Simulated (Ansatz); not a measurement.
# Silver, fcc: convergence with Fermi-Dirac smearing

Computed with Ansatz, r²SCAN, scalar-relativistic PAW, on the relaxed cell (a = 4.104 Å; spin not included). Errors count from a run at 500 eV on a Γ-centred 22×22×22 mesh with Fermi-Dirac smearing of 0.1 eV, extrapolated to zero width. Fixed here: cutoff 500 eV, mesh 13×13×13. The SCF starts from atomic densities corrected by a trained network.

```
width (eV)  E(σ→0) error (meV/atom)  F error (meV/atom)  P (GPa)  SCF iterations
      0.01                      5.3                 5.2    -0.20               6
      0.03                      5.2                 4.5    -0.18               6
       0.1                      4.2                -0.9    -0.02               6
       0.2                      2.6               -14.6     0.09               6
       0.3                      1.6               -35.4     0.22               6
       0.6                     12.2              -149.2     0.91               6
```

**Question.** What does the run at 1.0 give (width)?

**Answer.** E(σ→0) error (meV/atom): 117.8; F error (meV/atom): -491.9; P (GPa): 3.75; SCF iterations: 6.
